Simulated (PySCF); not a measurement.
Process, species as SMILES: CCCl + 2 [H][H] (H2) → 2 C (CH4) + Cl (HCl)
B3LYP-D3(BJ)/def2-TZVP geometries, fixed; electronic energies without zero-point terms.

Effect of the SCF energy threshold at M06-2X/aug-cc-pV(T+d)Z with PySCF, against the last row, where the energy of full hydrogenation is -34.93 kcal/mol.

| setting | SCF cycles, largest species | largest shift of a total energy (mEh) | shift of the energy of full hydrogenation (kcal/mol) |
|---|---|---|---|
| conv_tol: 1e-4 | 5 | 0.001 | -0.001 |
| conv_tol: 1e-5 | 6 | 0.000 | 0.000 |
| conv_tol: 1e-6 | 7 | 0.000 | 0.000 |
| conv_tol: 1e-7 | 8 | 0.000 | 0.000 |
| conv_tol: 1e-11 | 11 | 0.000 | 0.000 |

Within 0.02 kcal/mol in the energy of full hydrogenation: conv_tol: 1e-4; conv_tol: 1e-5; conv_tol: 1e-6; conv_tol: 1e-7. The largest shift is 0.001 mEh in a total energy and 0.001 kcal/mol in the difference.
